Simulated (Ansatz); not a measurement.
A run of Ansatz (development build ahead of 0.2.0) on doublet C2H2(+) at this shape:

```yaml
atoms:
  - { symbol: C, position_ang: [0.0963, -0.4523, -0.4396] }
  - { symbol: C, position_ang: [-0.0857, 0.4621, 0.4347] }
  - { symbol: H, position_ang: [0.1651, -1.2303, -1.2272] }
  - { symbol: H, position_ang: [-0.1895, 1.2809, 1.1861] }
```

Its results:

```
Converged                       : yes
Total energy                    : -76.39456 hartree
Spin squared of the determinant : 0.754
Stability test                  : minimum
```

Forces (eV/Å):
```csv
atom,Fx,Fy,Fz
C1,-0.775,2.327,2.092
C2,0.650,-2.055,-2.047
H3,0.053,0.643,0.734
H4,0.073,-0.915,-0.778
```

Question: Which input gives this output? Name the method, the orbitals and the basis set, and write the input.

Answer: UHF in def2-SVP.

```yaml
crystal:
  periodic: [false, false, false]
  atoms:
    - { symbol: C, position_ang: [0.09628, -0.4523, -0.43965] }
    - { symbol: C, position_ang: [-0.08573, 0.46206, 0.43466] }
    - { symbol: H, position_ang: [0.16513, -1.23031, -1.22725] }
    - { symbol: H, position_ang: [-0.18945, 1.28088, 1.18605] }
basis:
  gaussian: { orbitals: def2-SVP }
total_charge: 1
magnetization:
  spin_polarized: true
  initial_magnetization: 1
hamiltonian:
  xc: hf
output:
  forces: true
```
